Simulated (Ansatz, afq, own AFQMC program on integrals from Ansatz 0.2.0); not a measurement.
AlNH, quartet: AFQMC among the cluster methods

```xyz
3

Al    0.0000   -0.1047    0.6174
N     0.0000    0.1075   -1.2897
H     0.0000    1.3076    1.3949
```

Connectivity, by distances: AlH–N.

Basis cc-pVDZ. Only valence electrons are correlated. Ansatz 0.2.0 and our own AFQMC program on the same integrals; the CISD trial comes from CCSD amplitudes, and released means the phaseless constraint is let go. Free projection: walkers drawn from exp(T), propagated without any constraint. Its projection time is finite, and what remains of the start isn't in its error. Uncertainties: one standard error, sampling alone.

Determinant: UHF, the one that the program's search chose, which needn't be the lowest solution. The geometry is a point of a scan.

No full CI on the walks' own integrals is used here; CCSDT(Q) serves as the reference and is uncertain by about the last step of the cluster series.

Cautions: lower spins were not checked; the released energies move by 1.5 errors or more from one time to the next, so no released level is given (meV from the phaseless value at times in 1/Eh: -13 ± 11 at 0.24, -6 ± 10 at 0.51, -7 ± 11 at 0.99, -5 ± 7 at 1.62, -28 ± 14 at 2.40), though the last usable value meets CCSDT(Q) within the noise.

* T1 diagnostic: 0.0250
* weight of the determinant in the CISD state: 0.908
* ⟨S²⟩ of the determinant: 3.772
* size of the correlated space: 9 electrons in 31 orbitals

| level | correlation energy (eV) |
| --- | --- |
| MP2 | -3.8100 |
| CCSD | -4.6318 |
| CCSD(T) | -4.7342 |

Task: Estimate where phaseless AFQMC with the Hartree–Fock trial lies against CCSD(T) on the same integrals.

Result: 0.69 ± 1.08 kcal/mol below CCSD(T). The gap is under twice the noise, so this walk alone can't tell the two apart.

Reference: CCSDT(Q), correlation energy -4.770 eV.

```csv
level,E − E(reference) (kcal/mol),share of correlation (%)
CCSD(T),0.83,99.24
CCSDT,0.19,99.82
ph-AFQMC/HF,0.14 ± 1.08,99.88
ph-AFQMC/CISD,0.33 ± 0.21,99.70
free AFQMC,-0.10 ± 0.31,100.09
```

Free projections are given only where their last times agree within the noise and don't stop above the reference; a slow remainder of the start can still hide under it. A walk keeps the symmetry of its determinant, which the program's search chose and which needn't be the lowest solution, so a lower state of the same spin and another symmetry isn't excluded.
